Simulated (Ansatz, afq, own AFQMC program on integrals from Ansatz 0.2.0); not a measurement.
Two steps: Ansatz 0.2.0 writes the Fock matrix and Cholesky factors of the valence space, and afq projects on them the lowest state that overlaps trial and start.

```yaml
crystal:
  periodic: [false, false, false]
  atoms:
    - {symbol: I, position_ang: [0.000000, 0.000000, 0.000000]}
basis:
  gaussian: {orbitals: def2-TZVP}
magnetization: {spin_polarized: true, initial_magnetization: 1}
correlation: {method: ccsd_t, electrons: outside_noble_gas, hamiltonian_folder: ham}
```

```sh
$ ansatz run in.yaml --threads 2 --pin off --events-out ev --progress --plain --max-ram 34560MiB --backend cuda --devices 0, --max-vram 37GiB
```

Options of the walk:

```
--method phaseless --trial hf --walkers 4000 --populations 20 --least-time 40 --time-step 0.005 --steps-per-block 20 --equilibration-blocks 224 --max-blocks 4000 --target-error 0.0008 --factor-cut 1e-05 --start spin_pure --seed 8321 --taylor-order 6
```

Times are imaginary, in 1/Eh. The walk had a cap of 100 s. With eight or more populations the least sampling time is a fifth of least-time, and the error comes from their spread. Filled inner d shells are frozen with the cores. Core potentials past Kr, no spin–orbit coupling.

Output of the walk:

```
orbitals 41  electrons 4 3  factors 324 of 336
reference energy -296.65856711 Eh
CCSD correlation -0.13173400 Eh in 8 cycles, weight of the determinant in the CISD state 0.9307
energy of the start -296.658684 Eh
 block  time / (1/Eh)  mean weight  energy / Eh
     1     0.100  1.0004  -296.684098
     2     0.200  1.0008  -296.704003
     3     0.300  1.0008  -296.719163
     4     0.400  1.0008  -296.732187
     5     0.500  1.0008  -296.742117
    10     1.000  1.0005  -296.771072
    43     4.300  1.0000  -296.794640
    78     7.800  1.0001  -296.795204
   113    11.300  0.9998  -296.792694
   127    12.700  1.0001  -296.797563
   148    14.800  0.9998  -296.792509
   183    18.300  1.0000  -296.794006
   218    21.800  1.0001  -296.792607
   239    23.900  1.0002  -296.789190
   253    25.300  1.0001  -296.793644
   288    28.800  0.9997  -296.792017
   302    30.200  1.0001  -296.792655
error from the spread of 20 populations
energy -296.791505 +/- 0.000420 Eh
(rows thinned)
```

The run passed its tests (sampling time, drift between the halves within three errors, error under three times the target), which doesn't prove that it has relaxed.

Against this walk (error 11.4 meV) on the same determinant: CCSD(T) 76.2 meV lower, CCSDT(Q) 93.9 meV lower, CCSDTQ 94.1 meV lower. The error is statistical and leaves out the bias of the constraint. CCSDTQ is the surest value here, so the walk's 94 meV above it is most likely the bias of the constraint with this trial, which can have either sign.

Cautions: constraint bias not in the error; no spin-orbit coupling; inner d shell frozen.

The walk took 27 s on 1 × NVIDIA H100 80GB HBM3 with 4 threads of AMD EPYC 7R13 Processor (Zen 3), on a shared host (the card was shared). The log's last line is the phaseless energy.

CCSDT and higher add their correlation energy to the determinant of the CCSD(T) run, since their own runs factorise the integrals more tightly (a shift of under 2 meV). A walk keeps the symmetry of its determinant, which the program's search chose and which needn't be the lowest solution, so a lower state of the same spin and another symmetry isn't excluded.
